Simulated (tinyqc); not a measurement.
Worked calculation: CIS on RHF in the sto-3g basis, frozen core, for H2O, spin multiplicity 1. One step of it, computed by the program tinyqc.

Question. CIS triplet states. Diagonalise A (1 hartree = 27.211386 eV); each vector has its largest component positive (the first on a tie).

CIS matrix A, triplet (hartree), order 2>6, 2>7, 3>6, 3>7, 4>6, 4>7, 5>6, 5>7:
```
[[1.034403, 0.000000, 0.000000, -0.079925, -0.042770, 0.000000, 0.000000, 0.000000],
 [0.000000, 1.112461, -0.079925, 0.000000, 0.000000, 0.018360, 0.000000, 0.000000],
 [0.000000, -0.079925, 0.406134, 0.000000, 0.000000, -0.066696, 0.000000, 0.000000],
 [-0.079925, 0.000000, 0.000000, 0.466554, -0.066696, 0.000000, 0.000000, 0.000000],
 [-0.042770, 0.000000, 0.000000, -0.066696, 0.320936, 0.000000, 0.000000, 0.000000],
 [0.000000, 0.018360, -0.066696, 0.000000, 0.000000, 0.388167, 0.000000, 0.000000],
 [0.000000, 0.000000, 0.000000, 0.000000, 0.000000, 0.000000, 0.245441, 0.000000],
 [0.000000, 0.000000, 0.000000, 0.000000, 0.000000, 0.000000, 0.000000, 0.310895]]
```

Give: triplet excitation energies; lowest vectors.

Answer.

triplet excitation energies (eV): [6.679, 7.851, 8.460, 8.921, 12.426, 13.236, 28.490, 30.539]

lowest vectors, order 2>6, 2>7, 3>6, 3>7, 4>6, 4>7, 5>6, 5>7:
```
[[0.000, 0.094, 0.000, 0.000, 0.000, 0.102],
 [0.000, 0.000, 0.000, 0.052, 0.108, 0.000],
 [0.000, 0.000, 0.000, 0.678, 0.726, 0.000],
 [0.000, 0.386, 0.000, 0.000, 0.000, 0.913],
 [0.000, 0.918, 0.000, 0.000, 0.000, -0.395],
 [0.000, 0.000, 0.000, 0.733, -0.679, 0.000],
 [1.000, 0.000, 0.000, 0.000, 0.000, 0.000],
 [0.000, 0.000, 1.000, 0.000, 0.000, 0.000]]
```
